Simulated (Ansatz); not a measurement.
## [BF2]+ (SMILES F[B+]F): the energy to break a bond

The species is [BF2]+ (3 atoms), meant as a singlet with charge +1. As SMILES, `F[B+]F`. The shape was relaxed beforehand at B3LYP/def2-SVP.

```xyz
3

F     0.3304    1.1431    0.3084
B     0.0000    0.0000    0.0000
F    -0.3305   -1.1431   -0.3084
```

Wanted: the dissociation energy of the F3–B2 bond into doublet F and doublet BF+ (shapes relaxed at B3LYP/def2-SVP, no zero-point term). 1 Eh = 2625.50 kJ/mol = 27.2114 eV. Totals in Eh; open shells run unrestricted unless said.

| level | program | [BF2]+ | doublet F | doublet BF+ |
| --- | --- | --- | --- | --- |
| SVWN5/def2-TZVPP | Ansatz | -222.815941 | -99.107405 | -123.393795 |
| PBE/def2-TZVPP | Ansatz | -224.126474 | -99.669123 | -124.178953 |
| RPA@PBE/def2-TZVPP, 3 core orbitals frozen | Ansatz | -224.219961 | -99.736200 | -124.236091 |

Q: Work out the dissociation energy at each level.

A: 
1. SVWN5/def2-TZVPP: (-99.107405) + (-123.393795) − (-222.815941) = 0.314741 Eh = 826.4 kJ/mol = 8.56 eV.
2. PBE/def2-TZVPP: (-99.669123) + (-124.178953) − (-224.126474) = 0.278398 Eh = 730.9 kJ/mol = 7.58 eV.
3. RPA@PBE/def2-TZVPP: (-99.736200) + (-124.236091) − (-224.219961) = 0.247670 Eh = 650.3 kJ/mol = 6.74 eV.

The levels span 650 to 826 kJ/mol; no measured value is set beside them. A bond enthalpy at 298 K also holds the loss of zero-point energy and thermal terms.
